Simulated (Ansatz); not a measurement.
Z-matrix (Å, degrees):
```
Si
F 1 1.605
N 1 1.695 2 114.6
H 1 1.479 2 105.8 3 -119.3
H 1 1.479 2 105.8 3 119.3
H 3 1.006 1 122.0 2 77.5
H 3 1.006 1 122.0 2 -77.5
```

The species carries charge 0 and has multiplicity 1.

Q: List the PBE0/def2-TZVPP orbital energies in eV (the Gaussian-basis code of Ansatz). (An estimate is asked.)

A: Ansatz gave: Occupied: -1803.36, -673.36, -391.14, -145.54, -100.25, -100.20, -100.18, -32.74, -24.12, -15.57, -14.23, -13.05, -12.36, -12.25, -10.59, -9.37, -8.15. Lowest empty: 0.57, 1.21, 2.35, 2.45, 2.74, 2.85, 5.05, 5.58.
